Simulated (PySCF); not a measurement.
Compound: C4H5N.
InChI=1S/C4H5N/c1-3-4-5-2/h1H,2,4H2

Torsions of this conformer, `[CH:1]#[C:2][CH2:3][N:4]=[CH2:5]`: C2–C3–N4–C5 0°.

The closed-shell ground state was solved at several levels (PySCF, density fitting, gas phase, non-relativistic). Isolated species at its PBE0-D3(BJ)/def2-SVP geometry (one conformer only).

```json
{"level": "wB97X-D/pcSseg-2", "basis functions": "250", "total energy (Eh)": "-210.0796", "HOMO (eV)": "-9.53", "LUMO (eV)": "1.37", "gap (eV)": "10.90", "dipole (D)": "1.26"}
{"level": "B3LYP/pcJ-1", "basis functions": "185", "total energy (Eh)": "-210.0935", "HOMO (eV)": "-7.30", "LUMO (eV)": "-0.57", "gap (eV)": "6.73", "dipole (D)": "1.25"}
{"level": "PBE0/def2-SVPD", "basis functions": "140", "total energy (Eh)": "-209.6782", "HOMO (eV)": "-7.59", "LUMO (eV)": "-0.45", "gap (eV)": "7.14", "dipole (D)": "1.22"}
```

Question: What might PBE0/pcSseg-1 (110 basis functions) give for the same quantities?

Answer: Total energy -209.7969 Eh, HOMO -7.57 eV, LUMO -0.32 eV, gap 7.25 eV, dipole 1.29 D.

Question: Over all these levels, which gives the widest orbital gap and which the narrowest?

Answer: wB97X-D/pcSseg-2 (range-separated hybrid) has the widest, 10.90 eV, and B3LYP/pcJ-1 (global hybrid, 20 % exact exchange) the narrowest, 6.73 eV. Functional and basis both differ between the two, so the spread mixes both effects.

Question: How far do the dipole and the HOMO energy spread over the levels?

Answer: The dipole runs from 1.22 to 1.29 D (mean 1.25 D) and the HOMO from -9.53 to -7.30 eV.

wB97X-D is run here without its empirical dispersion term; that term would change no orbital, density or response property at a fixed geometry.
